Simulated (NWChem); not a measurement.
# acetone (C3H6O); SMILES CC(C)=O

```xyz
10

C     -1.2916    -0.0007    -0.6155
C      0.0000     0.0000     0.1888
C      1.2916     0.0007    -0.6155
O      0.0000     0.0000     1.4087
H     -1.3359    -0.8891    -1.2799
H     -1.3398     0.8902    -1.2761
H     -2.1584    -0.0046     0.0698
H      2.1584     0.0046     0.0698
H      1.3398    -0.8902    -1.2761
H      1.3359     0.8891    -1.2799
```
Atoms are numbered in this order, from 1.

Level: PBE-D3(BJ)/def2-SVP (NWChem), optimised geometry, unscaled harmonic frequencies. 

List the harmonic frequencies with IR intensities, and the thermochemistry.


```json
[
 {"frequency (cm⁻¹)": "18", "IR intensity (km/mol)": "0.0"},
 {"frequency (cm⁻¹)": "135", "IR intensity (km/mol)": "0.6"},
 {"frequency (cm⁻¹)": "373", "IR intensity (km/mol)": "1.1"},
 {"frequency (cm⁻¹)": "473", "IR intensity (km/mol)": "0.0"},
 {"frequency (cm⁻¹)": "522", "IR intensity (km/mol)": "12.4"},
 {"frequency (cm⁻¹)": "779", "IR intensity (km/mol)": "1.9"},
 {"frequency (cm⁻¹)": "826", "IR intensity (km/mol)": "0.0"},
 {"frequency (cm⁻¹)": "844", "IR intensity (km/mol)": "6.7"},
 {"frequency (cm⁻¹)": "1031", "IR intensity (km/mol)": "0.1"},
 {"frequency (cm⁻¹)": "1060", "IR intensity (km/mol)": "4.6"},
 {"frequency (cm⁻¹)": "1189", "IR intensity (km/mol)": "54.9"},
 {"frequency (cm⁻¹)": "1302", "IR intensity (km/mol)": "21.4"},
 {"frequency (cm⁻¹)": "1318", "IR intensity (km/mol)": "94.2"},
 {"frequency (cm⁻¹)": "1374", "IR intensity (km/mol)": "1.2"},
 {"frequency (cm⁻¹)": "1386", "IR intensity (km/mol)": "4.3"},
 {"frequency (cm⁻¹)": "1386", "IR intensity (km/mol)": "18.0"},
 {"frequency (cm⁻¹)": "1409", "IR intensity (km/mol)": "21.4"},
 {"frequency (cm⁻¹)": "1780", "IR intensity (km/mol)": "157.8"},
 {"frequency (cm⁻¹)": "2969", "IR intensity (km/mol)": "0.9"},
 {"frequency (cm⁻¹)": "2975", "IR intensity (km/mol)": "3.3"},
 {"frequency (cm⁻¹)": "3050", "IR intensity (km/mol)": "0.0"},
 {"frequency (cm⁻¹)": "3056", "IR intensity (km/mol)": "9.0"},
 {"frequency (cm⁻¹)": "3108", "IR intensity (km/mol)": "6.0"},
 {"frequency (cm⁻¹)": "3109", "IR intensity (km/mol)": "3.1"}
]
```

```
Property                                                                           Result
-----------------------------------------------------------------------  ----------------
zero-point energy                                                           50.7 kcal/mol
thermal correction to the enthalpy at 298.15 K (with zero-point energy)     54.8 kcal/mol
heat capacity Cv                                                         17.4 cal/(mol K)
entropy at 298.15 K and 1 atm (symmetry number 2)                        73.8 cal/(mol K)
dipole moment                                                                      2.71 D
```

Rigid rotor and harmonic oscillator; modes under 100 cm⁻¹ make the entropy uncertain.
